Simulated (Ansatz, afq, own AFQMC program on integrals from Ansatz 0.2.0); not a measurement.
Where AFQMC and coupled cluster stand for BH$_{4}$, doublet

```yaml
atoms:
  - { symbol: B, position_ang: [-0.0247, 0.0476, 0.0471] }
  - { symbol: H, position_ang: [0.3900, 0.8601, 0.8578] }
  - { symbol: H, position_ang: [-0.4490, -0.7601, 0.8576] }
  - { symbol: H, position_ang: [-0.4375, 0.8562, -0.7683] }
  - { symbol: H, position_ang: [0.7615, -1.4662, -1.4522] }
```

Basis 6-31G. Noble-gas cores (and the filled d shells of Ga–Kr and In–Xe) are frozen. Ansatz 0.2.0 and our own AFQMC program on the same integrals; the CISD trial comes from CCSD amplitudes, and released means the phaseless constraint is let go. Uncertainties: one standard error, sampling alone.

Determinant: UHF, the one that the program's search chose, which needn't be the lowest solution. The geometry is a point of a scan.

Full CI on the same integrals is exact in this basis and with this determinant's frozen core.

```
T1 diagnostic                               : 0.0109
weight of the determinant in the CISD state : 0.948
⟨S²⟩ of the determinant                     : 0.757
size of the correlated space                : 7 electrons in 16 orbitals
```

Reference: full CI, correlation energy -2.181 eV. The released energy is read at 2.40 1/Eh (meV from the phaseless value at times in 1/Eh: -3.1 ± 1.9 at 0.24, -2.2 ± 1.4 at 0.51, -4.2 ± 1.8 at 0.99, -4.9 ± 2.2 at 1.62, -3.1 ± 2.4 at 2.40).

```
         level  E − E(reference) (kJ/mol)  share of correlation (%)
            HF                      210.4                      0.00
           MP2                       56.0                     73.39
          CCSD                        3.8                     98.21
       CCSD(T)                        1.1                     99.48
         CCSDT                        0.0                     99.98
      CCSDT(Q)                        0.0                    100.00
        CCSDTQ                        0.0                    100.00
 ph-AFQMC/CISD                  0.4 ± 0.2                     99.82
released AFQMC                  0.1 ± 0.2                     99.96
```

CCSDT and higher add their correlation energy to the determinant of the CCSD(T) run, since their own runs factorise the integrals more tightly (a shift of under 2 meV). A walk keeps the symmetry of its determinant, which the program's search chose and which needn't be the lowest solution, so a lower state of the same spin and another symmetry isn't excluded. Released energies are given only where the last usable release times agree within the noise; a slower fall can still hide under it.
